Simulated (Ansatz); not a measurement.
The same path of ClH + H4OSi (8 atoms, charge 0, multiplicity 1) was run twice with different band settings. Lost on the way: Si1–O2, H6–Cl7. Made: Si1–Cl7, O2–H6.

Computed with RKS LDA/def2-SVP in Ansatz.

Relaxed end points:

```xyz
8
Properties=species:S:1:pos:R:3
Si -0.631 -0.546 -0.387
O 0.577 -0.373 0.793
H -1.320 -1.866 -0.156
H 0.091 -0.544 -1.695
H -1.645 0.561 -0.304
H 1.229 1.032 0.352
Cl 1.398 2.180 -0.330
H 0.300 -0.444 1.727
```

```xyz
8
Properties=species:S:1:pos:R:3
Si -0.464 -0.180 -0.911
O 0.563 -0.272 1.604
H -0.018 -1.580 -0.641
H -0.978 -0.100 -2.326
H -1.553 0.323 -0.011
H 1.254 0.258 1.146
Cl 1.159 1.145 -0.932
H 0.037 0.407 2.069
```

Common settings: movable images 5; climbing image yes; optimiser quadratic models (default); start path through a guess of the saddle point; force threshold 0.05 eV/Å; iteration limit 60; end points relaxed.

| run | spring |
| --- | --- |
| 1 | 5.0 eV/Å² |
| 2 | 0.5 eV/Å² |

(1) What does each run give, and how far can it be trusted?

Answers

(1) Run 1: converged after 12 iterations, highest image 0.549 eV above the first end. A vibrational analysis at the climbing image gives one clearly imaginary mode, 224i cm⁻¹: a first-order saddle point.
Run 2: converged after 13 iterations, highest image 0.549 eV above the first end. Another band between the same ends (5 images) ends at a top of the same energy, where a vibrational analysis finds 1 clearly imaginary mode.
The orbitals stay closed-shell, which can raise the energy where a bond breaks towards radicals; this wasn't checked here.
